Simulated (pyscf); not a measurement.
**Multi-bond step: H₂B–CH₃ + ammonia (NH₃) -> H₂B–NH–CH₃ + hydrogen (H₂)**

Gas phase, singlet surface, charge 0. Bonds broken: C1–B2, N8–H9, N8–H10. Bonds formed: C1–N8, B2–N8, H9–H10. Structures and frequencies: ωB97X-D3(BJ)/def2-SVP in PySCF.

Transition state (Å):

```xyz
11

C     -1.3719    -0.6296    -0.3230
B     -0.1617     0.5738    -0.0857
H     -0.6697    -1.4805    -0.3319
H     -1.9015    -0.6168    -1.2866
H     -2.0824    -0.7593     0.5024
H      0.3353     0.4513     1.0191
H      0.5920     0.5895    -1.0472
N     -1.3326     1.5055    -0.1078
H     -0.8455     3.1010    -0.1963
H     -1.3476     2.7079     0.3914
H     -1.6930     1.6831    -1.0537
```

One imaginary mode, 1247i cm⁻¹; descent along it reached the two sides named, in the forms told below.

| bond | change | reactant side (Å) | saddle | product side |
|---|---|---|---|---|
| C1–B2 | breaks | 1.618 | 1.723 | 2.548 |
| N8–H9 | breaks | 1.021 | 1.670 | 3.4 |
| N8–H10 | breaks | 1.022 | 1.302 | 2.9 |
| C1–N8 | forms | 2.6 | 2.146 | 1.452 |
| B2–N8 | forms | 1.666 | 1.496 | 1.393 |
| H9–H10 | forms | 1.654 | 0.867 | 0.761 |

Electronic energies relative to the separated reactants (kcal/mol):

| level | barrier | reaction energy | reverse barrier |
|---|---|---|---|
| ωB97X-D3(BJ)/def2-TZVP | 83.5 | -12.5 | 96.0 |
| PBE/def2-TZVP | 65.9 | -13.8 | 79.7 |
| r²SCAN/def2-TZVP | 70.9 | -13.1 | 84.0 |
| B3LYP-D3(BJ)/def2-TZVP | 76.2 | -13.9 | 90.1 |
| PBE0-D3(BJ)/def2-TZVP | 74.9 | -12.9 | 87.8 |
| M06-2X/def2-TZVP | 81.1 | -15.0 | 96.1 |
| ωB97M-D3(BJ)/def2-TZVP | 81.2 | -12.3 | 93.5 |
| HF/def2-TZVP | 108.8 | -8.3 | 117.1 |

With ωB97M-D3(BJ)/def2-TZVP energies and thermal terms (ideal gas, 1 atm, RRHO with modes under 100 cm⁻¹ raised to 100, one conformer, R ln 2 for chiral ones without a mode under 150 cm⁻¹), in kcal/mol:

```tsv
T (K)	ΔH‡	ΔG‡	ΔH	ΔG
298	77.8	88.8	-14.4	-11.5
600	78.0	99.9	-13.9	-8.7
900	79.0	110.7	-13.3	-6.2
1200	80.0	121.1	-12.6	-4.0
```

On the reactant side the descent ends in an adduct with a B–N contact, 26.7 kcal/mol under the separated species and 110.2 kcal/mol under the saddle at ωB97X-D3(BJ)/def2-TZVP. What is counted as formed (B–N) is already present as a longer contact in the reactant adduct; forming that adduct is a step of its own. The same reactants have a lower exit, to H₃C–BH–NH₂ + H₂ (barrier +10.2 kcal/mol at ωB97M-D3(BJ)/def2-TZVP, against +81.2 kcal/mol here). H₂B–NH–CH₃ lies 17.9 kcal/mol over its isomer H₃C–BH–NH₂ (electronic energy, ωB97M-D3(BJ)/def2-TZVP). One saddle was located; it need not be the lowest between these sides.
